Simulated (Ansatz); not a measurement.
in.yaml

```yaml
crystal:
  periodic: [false, false, false]
  atoms:
    - {symbol: Se, position_ang: [0.000000, 0.000000, 0.000000]}
    - {symbol: Mg, position_ang: [0.000000, 0.000000, 2.369500]}
basis:
  gaussian: {orbitals: cc-pVDZ, occupation: {up: {"A1": 12, "A2": 1, "B1": 5, "B2": 5}, down: {"A1": 12, "A2": 1, "B1": 4, "B2": 5}}}
total_charge: 1
magnetization: {spin_polarized: false, initial_magnetization: 1}
correlation: {method: fci, electrons: outside_noble_gas}
```

```sh
$ ansatz run in.yaml --threads 1 --pin off --events-out ev --progress --plain --max-ram 2393MiB
```

The program prints:

```
849 factors; integrals over basis functions are off by at most 1.8e-7 eV
mean field evaluation 1: about -70725.8423 eV, gradient 1.9e1 eV
mean field evaluation 2: about -70727.3246 eV, gradient 1.7e0 eV
mean field evaluation 4: about -70727.3795 eV, gradient 2.1e-1 eV
mean field evaluation 8: about -70727.3799 eV, gradient 1.2e-5 eV
mean field -70727.37988874 eV, -2599.1832701712 hartree, gradient 2.3e-6 eV, S^2 0.750000; 0 other end points of the search recorded, 0 dependent functions left out
mean field evaluation 16: about -70727.4754 eV, gradient 2.0e-1 eV
mean field evaluation 32: about -70727.4405 eV, gradient 6.4e-1 eV
mean field evaluation 64: about -70726.8645 eV, gradient 5.6e-1 eV
mean field evaluation 96: about -70726.3459 eV, gradient 7.9e-2 eV
19 core orbitals not correlated: weight in the atoms' cores, before any rotation towards them, 1.000 or more for the frozen orbitals, at most 0.000 for the correlated occupied ones
reference -70727.37988874 eV, -2599.1832701712 hartree; 4, 3 occupied and 22, 23 virtual orbitals, 849 factors
state -70730.84757662 eV, -2599.3107053503 hartree
Total energy: -70730.84757662 eV, -2599.3107053503 hartree
```

Ran on 1 thread of Arm Neoverse V1, shared host: 39 s wall, 0.95 GiB peak host memory.
